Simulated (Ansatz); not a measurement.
What does this script print? It uses Ansatz's Python interface.

The script, `pa_h2s2si.py`:
```python
'''Proton affinity of H2S2Si at one site.'''

import ansatz as az
from ase import Atoms
import numpy as np

atoms = Atoms(['S', 'Si', 'S', 'H', 'H'], positions=[
    (-0.7076, -1.1035, -0.5632),
    (-0.5832, 0.9152, 0.2385),
    (1.4468, 1.1762, 0.7605),
    (-1.9958, -1.0126, -0.8418),
    (1.8897, -0.0489, 0.3646),
])
system = az.Crystal.molecule_from_ase(atoms)

model = system.calculation()
model = model.basis(gaussian='cc-pVDZ').functional('B3LYP')
symbols = [site.symbol for site in system.cartesian_sites]
start = np.array([site.position_ang for site in system.cartesian_sites], dtype=float)
report = model.relax(force_tolerance=0.01).run(threads=1).report
end = np.array(report['positions_ang'])

# put the proton on the side away from the neighbours, slightly off axis
away = sum((end[0] - end[j]) / np.linalg.norm(end[0] - end[j]) for j in [1, 3]) + np.array([0.15, 0.1, -0.2])
proton = end[0] + 1.4 * away / np.linalg.norm(away)
acid = az.Crystal.molecule()
for symbol, place in zip(symbols, end):
    acid = acid.atom(symbol, place.tolist())
acid = acid.atom('H', proton.tolist())
protonated = (
    acid.calculation()
    .basis(gaussian='cc-pVDZ')
    .functional('B3LYP')
    .charge(1)
    .relax(force_tolerance=0.01, max_steps=80)
)
after = protonated.run(threads=1).report
xyz = np.array(after['positions_ang'])
reach = np.linalg.norm(xyz[:-1] - xyz[-1], axis=1)
print(f'base {report["free_energy_ev"]:.5f} eV, protonated {after["free_energy_ev"]:.5f} eV')
print(f'the proton ends {reach.min():.3f} A from {symbols[reach.argmin()]}{reach.argmin()}')
print(f'electronic proton affinity {23.060548 * (report["free_energy_ev"] - after["free_energy_ev"]):.1f} kcal/mol')
```

Output of `python pa_h2s2si.py`:
```text
base -29583.29392 eV, protonated -29591.36139 eV
the proton ends 1.365 A from S0
electronic proton affinity 186.0 kcal/mol
```

What to keep in mind:
- Total energies depend on the basis set; only differences at equal settings carry meaning.
- The proton is put on one chosen atom, which needn't be the most basic site, so the molecule's proton affinity can be higher; the ends are stationary points, not checked by frequencies, and zero-point and thermal terms count only where printed.
- b3lyp holds the VWN-RPA fit, as in Gaussian; the form of ORCA and Turbomole is b3lyp5.
- Run time: 54 s on 1 thread of AMD EPYC 7B13 (Zen 3), on a shared host, peak memory 0.22 GiB.
